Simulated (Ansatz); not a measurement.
Fluorite CeO₂ was calculated with PBE0+SOC (PAW; Ansatz, a first-principles code).

Numerical settings: plane-wave cutoff 460 eV, 8×8×8 k mesh, Fermi–Dirac smearing 0.01 eV, PAW data made under PBE.

The cell has the measured lattice: a = 5.4097 Å, b = 5.4097 Å, c = 5.4097 Å, α = 90.00°, β = 90.00°, γ = 90.00°.

Q: Predict the band gap, smallest direct gap on the k points sampled and Γ–Γ gap.

A: 
* **band gap**: 4.31 eV (indirect)
* **smallest direct gap on the k points sampled**: 4.46 eV
* **Γ–Γ gap**: 5.30 eV

Measured, for comparison: band gap 3 eV (temperature not stated, not corrected to a static lattice, O 2p to Ce 4f, our sources range from 3.00 to 3.20; as tabulated in Tran et al. (2019), arXiv:1908.01820). Computed (rounded) less measured: band gap +1.31 eV (+1.11 eV to +1.31 eV over the range).

Note: cell and atoms aren't relaxed at this level (pressure -1.6 GPa).

The computed numbers hold no vibrational or temperature effects.

The result took about 25 core-minutes (a rough figure).
